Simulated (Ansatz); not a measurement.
# C2Cl3N: the cost of one run

The runs use Ansatz 0.2.0, Gaussian basis; PBE/def2-SVP with D4 dispersion.

## Step 1: The relaxed structure

The structure was relaxed beforehand with PBE0-D4 in a triple-zeta def2 set.

SMILES `N#CC(Cl)(Cl)Cl`, 6 atoms, charge 0, spin multiplicity 1.

Atoms are counted from 1 here; the program's logs count them from 0.

Bond lengths: N1–C2 1.149 Å, C2–C3 1.456 Å, C3–Cl4 1.767 Å, C3–Cl5 1.767 Å, C3–Cl6 1.767 Å. Angles: N1–C2–C3 180.0°, C2–C3–Cl4 108.7°, C2–C3–Cl5 108.7°, C2–C3–Cl6 108.7°, Cl4–C3–Cl5 110.2°, Cl4–C3–Cl6 110.2°, Cl5–C3–Cl6 110.2°.

## Step 2: Dynamics

File in.yaml:

```yaml
crystal:
  periodic: [false, false, false]
  atoms:
    - {symbol: N, position_ang: [1.287027, -1.465109, 1.041867]}
    - {symbol: C, position_ang: [0.618542, -0.703800, 0.500926]}
    - {symbol: C, position_ang: [-0.228856, 0.260503, -0.185260]}
    - {symbol: Cl, position_ang: [-1.579377, -0.601025, -0.930918]}
    - {symbol: Cl, position_ang: [0.730893, 1.079314, -1.422498]}
    - {symbol: Cl, position_ang: [-0.828229, 1.430107, 0.995892]}
basis:
  gaussian: {orbitals: def2-SVP}
magnetization: {spin_polarized: true, initial_magnetization: 0}
hamiltonian: {xc: {name: PBE}, dispersion: d4}
md: {timestep: 1 fs, n_steps: 30, ensemble: nve, temperature: 700, initial_velocities: maxwell_boltzmann, seed: 659}
```

The run is started by

```console
$ ansatz run in.yaml --threads 2 --pin off --events-out ev --progress --plain --max-ram 22528MiB --backend cpu
```

Q: Estimate wall time and peak memory on 2 threads of AMD EPYC 7R13, shared host.

About 60 s, with a peak of 0.43 GiB.
